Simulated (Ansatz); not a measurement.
C$_{3}$H$_{5}$FO, SMILES `OC1(F)CC1`, relaxed with RKS PBE-D4/def2-SVP in Ansatz 0.2.0 from a rough embedded geometry. The force threshold is 0.03 eV/Å; the program also tests the step.

Total charge 0; spin multiplicity 1.

Start:

```xyz
10

O     0.589    1.558    0.200
C    -0.125    0.495   -0.264
F    -0.994    0.768   -1.266
C     0.515   -0.851   -0.320
C    -0.506   -0.587    0.718
H     0.321    2.412   -0.228
H     0.342   -1.486   -1.145
H     1.561   -0.862    0.051
H    -0.238   -0.401    1.715
H    -1.466   -1.047    0.540
```

| step | energy (eV) | largest force (eV/Å) | largest move (Å) |
| --- | --- | --- | --- |
| 1 | -7940.2966 | 2.782 | 0.000 |
| 2 | -7940.5037 | 0.920 | 0.049 |
| 3 | -7940.5505 | 0.166 | 0.045 |
| 4 | -7940.5662 | 0.186 | 0.090 |
| 5 (rejected) | -7940.5470 | 1.391 | 0.196 |
| 6 | -7940.5933 | 0.272 | 0.098 |
| 7 | -7940.6249 | 0.336 | 0.100 |
| 8 | -7940.6445 | 1.395 | 0.146 |
| 9 | -7940.6805 | 0.394 | 0.200 |
| 10 | -7940.6921 | 0.285 | 0.127 |
| 11 | -7940.7023 | 0.083 | 0.084 |
| 12 | -7940.7039 | 0.046 | 0.020 |
| 13 | -7940.7042 | 0.008 | 0.010 |

End:

```xyz
10

O     0.691    1.584   -0.095
C    -0.070    0.482   -0.383
F    -0.956    0.703   -1.420
C     0.576   -0.856   -0.319
C    -0.529   -0.470    0.682
H     0.103    2.246    0.319
H     0.314   -1.578   -1.107
H     1.613   -0.901    0.047
H    -0.228   -0.263    1.720
H    -1.514   -0.946    0.557
```

Run time 11 s (4 threads of an Arm Neoverse V2 on a shared host); peak host memory 0.18 GiB.
